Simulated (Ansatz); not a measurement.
For tetradymite Bi2Te3, r²SCAN-D4 (PAW; Ansatz, a quantum-chemistry and plane-wave program) gives:

| Item | Result |
|---|---|
| equilibrium lattice constant a | 4.401 Å |
| c axis length | 31.623 Å |
| formation enthalpy | -0.273 eV/atom |

Question: What does PBE0 (Ansatz, PAW) give for the same quantities?

Answer: 
- lattice constant a: 4.390 Å (decreases by 0.2 %)
- lattice parameter c: 32.544 Å (grows by 2.9 %)
- formation enthalpy: -0.257 eV/atom (moves by +0.016 eV/atom)

For comparison: lattice constant a 4.386 Å (measured, temperature not stated, not corrected to a static lattice; as tabulated in Luo et al. (2012), arXiv:1308.1523); lattice parameter c 30.497 Å (measured, temperature not stated, no zero-point or thermal correction; as tabulated in Luo et al. (2012), arXiv:1308.1523); formation enthalpy -0.163 ± 0.004 eV/atom (measured, 298 K, copied from a table, unchecked, no zero-point or thermal correction; as tabulated in Wang et al. (2021), doi:10.1038/s41598-021-94550-5).

Changes are worked out from the printed values.

Unless a cell is named, each level is at its own relaxed cell (r²SCAN-D4 35.37, PBE0 36.20 Å³/atom).

Levels without +SOC leave out spin–orbit coupling, which shifts energies and cells of such heavy elements.

Caveats: the cell comes from a level without a dispersion term, which matters for the spacing of layers, chains or molecules (PBE0). Ansatz's density-functional and Hartree–Fock values are scalar-relativistic unless marked +SOC, with PAW data made under PBE.
